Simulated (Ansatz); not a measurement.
# Diamond-structure Si

Level of theory: HSE06 (Ansatz, a quantum-chemistry and plane-wave program, PAW).

Numerical settings: plane-wave cutoff 500 eV, 6×6×1 k mesh (along the axes of the cell as run), gaussian smearing 0.02 eV, scalar-relativistic PAW data made under PBE.

Cell: relaxed at this level.

```
Quantity                              Value
--------------------------------  ---------
surface energy of the (111) face  1.88 J/m²
```

Note: the run warned that the count of filled bands differs between k points.

The slab of 12 atoms is relaxed and unreconstructed.

Static lattice: no zero-point or thermal effects.
